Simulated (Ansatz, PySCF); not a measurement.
Species: H2S, charge 0, singlet. H2S (sulfane, SMILES S).
B3LYP-D3(BJ)/def2-TZVP minimum from Ansatz (a quantum-chemistry and plane-wave program):
```
S
H 1 1.3426
H 1 1.3426 2 92.55
```

Total energies in hartree (Ansatz). UHF or UKS for unpaired electrons; spin-orbit terms are left out. Cores are frozen in correlated methods. No relativity. For partners of very few electrons the exact lower level stands in for a higher one.

```tsv
species	HF/cc-pV(T+d)Z	CCSD(T)/cc-pV(T+d)Z	HF/cc-pV(Q+d)Z	CCSD(T)/cc-pV(Q+d)Z	CCSD(T)/cc-pV(5+d)Z	CCSDT(Q)/cc-pV(5+d)Z
1: H2S (sulfane, SMILES S)	-398.71493	-398.93816	-398.71899	-398.95726	-398.96283	-398.96390
2: S (triplet)	-397.50938	-397.65444	-397.51264	-397.66785	-397.67178	-397.67275
3: H (doublet)	-0.49981	-0.49981	-0.49995	-0.49995	-0.49999	-0.49999
```

Problem. Work out the enthalpy of formation at 298 K (by atomisation, with ideal-gas terms from PySCF's Hessian at B3LYP-D3(BJ)/def2-TZVP and the atoms' measured values of the G2/97 table; no spin-orbit terms) in kJ/mol: take Hartree-Fock from cc-pV(Q+d)Z, extrapolate the CCSD(T) correlation energy as X^-3 (X = 3, 4), and add CCSDT(Q) - CCSD(T) in cc-pV(5+d)Z. The further terms named in the bracket sum to +0.28311 hartree. 1 hartree = 2625.5 kJ/mol.

Solution. 
Species 1: correlation (64·(-0.23827) - 27·(-0.22323))/37 = -0.24925; step -0.00107; E1 = -398.71899 + (-0.24925) + (-0.00107) = -398.96931
Species 2: correlation (64·(-0.15521) - 27·(-0.14506))/37 = -0.16262; step -0.00097; E2 = -397.51264 + (-0.16262) + (-0.00097) = -397.67623
Species 3: correlation (64·(0.00000) - 27·(0.00000))/37 = 0.00000; step +0.00000; E3 = -0.49995 + (0.00000) + (+0.00000) = -0.49995
+1·E1 -1·E2 -2·E3 +0.28311 = -0.01007 hartree = -26.4 kJ/mol. Measured: -4.9 kcal/mol, -20.5 kJ/mol (G2/97 table in ASE (Curtiss et al.)); atomic spin-orbit terms, which the calculations lack, would raise the computed values. The composite differs from it by -5.9 kJ/mol; core, relativistic and spin-orbit terms are not in it.
